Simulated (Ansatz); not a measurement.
Relaxation of CH$_{3}$NS$_{2}$ (7 atoms, charge 0, multiplicity 1), to a largest force component of 0.02 eV/Å in at most 50 steps.

Computed with RKS BLYP/def2-SVP (Ansatz 0.2.0).

```xyz
7
Properties=species:S:1:pos:R:3
N 1.268 -1.233 0.204
C 0.327 -0.266 0.142
S 0.032 0.803 1.466
S -0.559 -0.047 -1.284
H 1.197 -1.692 -0.723
H -1.181 1.179 1.153
H -0.231 -0.909 0.822
```

Task: Where does it end, and by what steps?

Result: The forces met the threshold. After 18 steps the energy has fallen by 4.489 eV; H7 moved furthest, 1.46 Å. Parted: C2–H7. Joined: N1–H7.

```
step  energy less start (eV)  largest force component (eV/Å)  accepted
   0                  0.0000                           4.540       yes
   1                 -0.6845                           2.276       yes
   2                 -0.9403                           0.597       yes
   3                 -1.0374                           0.821       yes
   4                 -1.3501                           2.000       yes
   5                 -2.0379                           3.395       yes
   6                 -2.8059                           3.300       yes
   7                 -3.4934                           2.157       yes
   8                 -3.6913                           2.219       yes
   9                 -3.9382                           1.692       yes
  10                 -4.1121                           1.724       yes
  11                 -4.2991                           0.950       yes
  12                 -4.3599                           1.559       yes
  13                 -4.4586                           0.590       yes
  14                 -4.4736                           0.413       yes
  15                 -4.4848                           0.202       yes
  16                 -4.4851                           0.168       yes
  17                 -4.4888                           0.050       yes
  18                 -4.4889                           0.010       yes
```

```xyz
7
Properties=species:S:1:pos:R:3
N 0.693 -1.312 0.146
C 0.005 -0.143 0.011
S -0.290 0.640 1.626
S -0.493 0.477 -1.449
H 0.913 -1.841 -0.699
H -0.961 1.696 1.094
H 0.987 -1.682 1.053
```

Whether the end is a true minimum wasn't checked by a vibrational analysis.

The run took 60 s on 1 thread of Intel(R) Xeon(R) Processor @ 2.70GHz, with other jobs on the host, peak memory 0.13 GiB.
